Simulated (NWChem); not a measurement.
System: CS; SMILES [C-]#[S+]

The following NWChem deck was run.

```
start job
memory heap 200 mb stack 900 mb global 1100 mb
geometry units angstroms noautoz
  C      0.000000     0.000000    -1.113286
  S      0.000000     0.000000     0.421862
end
basis spherical
  * library 3-21g
end
dft
  xc b3lyp
  iterations 150
  mulliken
end
task dft energy
```

Output (shortened):

```
             Northwest Computational Chemistry Package (NWChem) 7.3.0
             --------------------------------------------------------

 ORDER OF PRIMARY AXIS IS BEING SET TO 4
 C4V symmetry detected

                             Geometry "geometry" -> ""
                             -------------------------

 Output coordinates in angstroms (scale by  1.889725989 to convert to a.u.)

  No.       Tag          Charge          X              Y              Z
 ---- ---------------- ---------- -------------- -------------- --------------
    1 C                    6.0000     0.00000000     0.00000000    -1.11647127
    2 S                   16.0000     0.00000000     0.00000000     0.41867673

 Effective nuclear repulsion energy (a.u.)      33.0919337445

      Symmetry information
      --------------------

 Group name             C4v
 Group number             18
 Group order               8
 No. of unique centers     2

                                 NWChem DFT Module
                                 -----------------

 Summary of "ao basis" -> "ao basis" (spherical)
 ------------------------------------------------------------------------------
       Tag                 Description            Shells   Functions and Types
 ---------------- ------------------------------  ------  ---------------------
 C                           3-21g                   5        9   3s2p
 S                           3-21g                   7       13   4s3p

      Symmetry analysis of basis
      --------------------------

        a1         12
        a2          0
        b1          0
        b2          0
        e          10

            General Information
            -------------------
          SCF calculation type: DFT
          Wavefunction type:  closed shell.
          No. of atoms     :     2
          No. of electrons :    22
           Alpha electrons :    11
            Beta electrons :    11
          Charge           :     0
          Spin multiplicity:     1
          Use of symmetry is: on ; symmetry adaption is: on
          Maximum number of iterations: 150
          AO basis - number of functions:    22
                     number of shells:    12
          Convergence on energy requested:  1.00D-06
          Convergence on density requested:  1.00D-05
          Convergence on gradient requested:  5.00D-04

              XC Information
              --------------
                         B3LYP Method XC Potential
                     Hartree-Fock (Exact) Exchange  0.200
                        Slater Exchange Functional  0.800 local
                    Becke 1988 Exchange Functional  0.720 non-local
              Lee-Yang-Parr Correlation Functional  0.810
                  VWN I RPA Correlation Functional  0.190 local

             Grid Information
             ----------------
          Grid used for XC integration:  medium
          Radial quadrature: Mura-Knowles
          Angular quadrature: Lebedev.
          Tag              B.-S. Rad. Rad. Pts. Rad. Cut. Ang. Pts.
          ---              ---------- --------- --------- ---------
          C                   0.70       49           6.0       434
          S                   1.00       88           6.0       590
          Grid pruning is: on
          Number of quadrature shells:   137
          Spatial weights used:  Erf1

      Superposition of Atomic Density Guess
      -------------------------------------

 Sum of atomic energies:        -432.99971036

      Non-variational initial energy
      ------------------------------

 Total energy =    -433.332831
 1-e energy   =    -663.196924
 2-e energy   =     196.772158
 HOMO         =      -0.293744
 LUMO         =      -0.011897

      Symmetry analysis of molecular orbitals - initial
      -------------------------------------------------

  Numbering of irreducible representations:

     1 a1          2 a2          3 b1          4 b2          5 e

  Orbital symmetries:

     1 a1          2 a1          3 a1          4 a1          5 e
     6 e           7 a1          8 a1          9 e          10 e
    11 a1         12 e          13 e          14 a1         15 a1
    16 e          17 e          18 a1         19 a1         20 e
    21 e

     ---------------------------------------------
      Total Density - Mulliken Population Analysis
     ---------------------------------------------

    Atom       Charge   Shell Charges
 -----------   ------   -------------------------------------------------------
    1 C    6     6.05   1.99  0.46  0.95  1.50  1.14
    2 S   16    15.95   2.00  1.97  5.89  1.06  2.43  0.81  1.79

   convergence    iter        energy       DeltaE   RMS-Dens  Diis-err
 ---------------- ----- ----------------- --------- --------- ---------
 d= 0,ls=0.0,diis     1   -433.9835476886 -4.67D+02  4.83D-02  3.05D-01
 d= 0,ls=0.0,diis     2   -433.8539779900  1.30D-01  3.54D-02  1.28D+00
 d= 0,ls=0.0,diis     3   -434.0125269842 -1.59D-01  1.06D-02  6.44D-02
 d= 0,ls=0.0,diis     4   -434.0216977685 -9.17D-03  1.80D-03  2.32D-03
 d= 0,ls=0.0,diis     5   -434.0220258211 -3.28D-04  1.17D-04  1.46D-05
  Resetting Diis
 d= 0,ls=0.0,diis     6   -434.0220279917 -2.17D-06  1.86D-05  1.99D-07
 d= 0,ls=0.0,diis     7   -434.0220280208 -2.92D-08  1.01D-06  8.84D-11

         Total DFT energy =     -434.022028020815
      One electron energy =     -663.273151716172
           Coulomb energy =      227.100280362138
    Exchange-Corr. energy =      -30.941090411261
 Nuclear repulsion energy =       33.091933744480

 Numeric. integr. density =       21.999998898118

                  Occupations of the irreducible representations
                  ----------------------------------------------

                     irrep           alpha         beta
                     --------     --------     --------
                     a1                7.0          7.0
                     a2                0.0          0.0
                     b1                0.0          0.0
                     b2                0.0          0.0
                     e                 4.0          4.0

                       DFT Final Molecular Orbital Analysis
                       ------------------------------------

 Vector    9  Occ=2.000000D+00  E=-3.668691D-01  Symmetry=e
              MO Center= -2.8D-17, -2.3D-16, -4.8D-02, r^2= 1.7D+00
   Bfn.  Coefficient  Atom+Function         Bfn.  Coefficient  Atom+Function
  ----- ------------  ---------------      ----- ------------  ---------------
    17      0.492009  2 S  py                21      0.386025  2 S  py
     4      0.268070  1 C  py                 8      0.237143  1 C  py
    13     -0.233403  2 S  py                16      0.061689  2 S  px
    20      0.048400  2 S  px                 3      0.033611  1 C  px
     7      0.029733  1 C  px                12     -0.029264  2 S  px

 Vector   10  Occ=2.000000D+00  E=-3.668691D-01  Symmetry=e
              MO Center= -1.8D-16,  2.3D-17, -4.8D-02, r^2= 1.7D+00
   Bfn.  Coefficient  Atom+Function         Bfn.  Coefficient  Atom+Function
  ----- ------------  ---------------      ----- ------------  ---------------
    16      0.492009  2 S  px                20      0.386025  2 S  px
     3      0.268070  1 C  px                 7      0.237143  1 C  px
    12     -0.233403  2 S  px                17     -0.061689  2 S  py
    21     -0.048400  2 S  py                 4     -0.033611  1 C  py
     8     -0.029733  1 C  py                13      0.029264  2 S  py

 Vector   11  Occ=2.000000D+00  E=-3.073255D-01  Symmetry=a1
              MO Center=  5.5D-17,  6.8D-17, -1.1D+00, r^2= 1.6D+00
   Bfn.  Coefficient  Atom+Function         Bfn.  Coefficient  Atom+Function
  ----- ------------  ---------------      ----- ------------  ---------------
     6      0.593261  1 C  s                  5     -0.395502  1 C  pz
    18      0.375997  2 S  pz                 9     -0.298136  1 C  pz
    22      0.174650  2 S  pz                14     -0.164922  2 S  pz
    19      0.163599  2 S  s                  1     -0.131229  1 C  s
     2      0.110345  1 C  s                 15     -0.090883  2 S  s

 Vector   12  Occ=0.000000D+00  E=-8.068427D-02  Symmetry=e
              MO Center= -1.4D-19, -1.3D-18, -6.2D-01, r^2= 1.9D+00
   Bfn.  Coefficient  Atom+Function         Bfn.  Coefficient  Atom+Function
  ----- ------------  ---------------      ----- ------------  ---------------
     8      0.637995  1 C  py                21     -0.469893  2 S  py
     4      0.464587  1 C  py                17     -0.349596  2 S  py
    13      0.157635  2 S  py                 7      0.066638  1 C  px
    20     -0.049080  2 S  px                 3      0.048526  1 C  px
    16     -0.036515  2 S  px

 Vector   13  Occ=0.000000D+00  E=-8.068427D-02  Symmetry=e
              MO Center=  5.8D-18, -6.0D-19, -6.2D-01, r^2= 1.9D+00
   Bfn.  Coefficient  Atom+Function         Bfn.  Coefficient  Atom+Function
  ----- ------------  ---------------      ----- ------------  ---------------
     7      0.637995  1 C  px                20     -0.469893  2 S  px
     3      0.464587  1 C  px                16     -0.349596  2 S  px
    12      0.157635  2 S  px                 8     -0.066638  1 C  py
    21      0.049080  2 S  py                 4     -0.048526  1 C  py
    17      0.036515  2 S  py

 Vector   14  Occ=0.000000D+00  E= 1.316592D-01  Symmetry=a1
              MO Center=  1.6D-18,  3.3D-17,  2.9D-01, r^2= 3.0D+00
   Bfn.  Coefficient  Atom+Function         Bfn.  Coefficient  Atom+Function
  ----- ------------  ---------------      ----- ------------  ---------------
     6      1.892724  1 C  s                 22      1.800872  2 S  pz
    19     -1.727813  2 S  s                  9      1.137206  1 C  pz
     5      0.332052  1 C  pz                18      0.159488  2 S  pz
     1     -0.122376  1 C  s                 11      0.115682  2 S  s
    14     -0.083145  2 S  pz                 2      0.070518  1 C  s

     ---------------------------------------------
      Total Density - Mulliken Population Analysis
     ---------------------------------------------

    Atom       Charge   Shell Charges
 -----------   ------   -------------------------------------------------------
    1 C    6     6.34   1.99  0.47  1.20  1.58  1.10
    2 S   16    15.66   2.00  1.96  5.88  1.11  2.50  0.81  1.40

     -------------------------------------------
      Total Density - Lowdin Population Analysis
     -------------------------------------------

    Atom       Charge   Shell Charges
 -----------   ------   -------------------------------------------------------
    1 C    6     6.21   1.99  0.63  1.16  1.05  1.39
    2 S   16    15.79   2.00  1.96  5.81  0.95  2.38  0.85  1.85

     Multipole analysis of the density
     ---------------------------------

     L   x y z        total         alpha         beta         nuclear
     -   - - -        -----         -----         ----         -------
     0   0 0 0     -0.000000    -11.000000    -11.000000     22.000000

     1   1 0 0      0.000000      0.000000      0.000000      0.000000
     1   0 1 0      0.000000      0.000000      0.000000      0.000000
     1   0 0 1      0.551039      0.275519      0.275519      0.000000

     2   2 0 0    -13.425488     -6.712744     -6.712744      0.000000
     2   1 1 0      0.000000      0.000000      0.000000      0.000000
     2   1 0 1      0.000000      0.000000      0.000000      0.000000
     2   0 2 0    -13.425488     -6.712744     -6.712744      0.000000
     2   0 1 1      0.000000      0.000000      0.000000      0.000000
     2   0 0 2    -16.056111    -26.389918    -26.389918     36.723725
```

Level: B3LYP/3-21G. Geometry: optimised at PBE0/def2-SVP. B3LYP is NWChem's, with the RPA form of VWN correlation.
